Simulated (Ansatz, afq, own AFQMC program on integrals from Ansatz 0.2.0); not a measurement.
Pt, triplet → Pt, quintet

A free Pt atom.

E(quintet, charge +0) − E(triplet, charge +0) at this geometry, on UHF and UHF determinants.

Basis def2-SVP with its core potentials. Only valence electrons are correlated. Ansatz 0.2.0 and our own AFQMC program on the same integrals; the CISD trial comes from CCSD amplitudes, and released means the phaseless constraint is let go. Error bars are statistical, one sigma. No spin–orbit coupling. The metal's outer-core s and p shells are frozen, which shifts wave-function levels against functionals. The errors of all members are added in quadrature.

No full CI on the walks' own integrals is used here; CCSDTQ serves as the reference and is uncertain by about the last step of the cluster series. Each member takes its own surest rung, up to full CI.

Errors are counted within def2-SVP, not against nature.

Cautions: no spin-orbit coupling; outer-core shells of the metal frozen; Pt (triplet): the released energies have errors that jump between times, so the bars are unsure, so no released level is given (meV from the phaseless value at times in 1/Eh: -8.4 ± 1.4 at 0.60, -10.7 ± 2.0 at 1.20, -13.3 ± 1.9 at 2.00, -17 ± 3 at 3.00, -11 ± 5 at 4.20), though the last usable value meets CCSDTQ within the noise; Pt (quintet): another spin lies lower, the released energies move by 1.5 errors or more from one time to the next, so no released level is given (meV from the phaseless value at times in 1/Eh: -4.4 ± 2.3 at 0.60, -3.1 ± 1.2 at 1.20, 0.5 ± 2.4 at 2.00, -12.0 ± 2.2 at 3.00, -308 ± 303 at 4.20), its ph-AFQMC/CISD value lies 64.3 ± 1.9 meV above CCSDTQ; the upper state may be diffuse, so the gap hangs on the basis.

Reference (CCSDTQ): 107.2 kcal/mol.

```
        level  vertical spin gap (kcal/mol)  error against CCSDTQ (kcal/mol)
           HF                          81.6                            -25.6
          MP2                         111.8                              4.6
         CCSD                         107.5                              0.3
      CCSD(T)                         108.6                              1.4
        CCSDT                         107.4                              0.3
     CCSDT(Q)                         107.2                              0.0
  ph-AFQMC/HF                   108.1 ± 0.5                        0.9 ± 0.5
ph-AFQMC/CISD                  108.3 ± 0.07                       1.2 ± 0.07
```

Correlation beyond CCSD(T) takes off 1.4 kcal/mol. The perturbative (T) step is worth +1.1 kcal/mol.

CCSDT and higher add their correlation energy to the determinant of the CCSD(T) run, since their own runs factorise the integrals more tightly (a shift of under 2 meV). A walk keeps the symmetry of its determinant, which the program's search chose and which needn't be the lowest solution, so a lower state of the same spin and another symmetry isn't excluded.
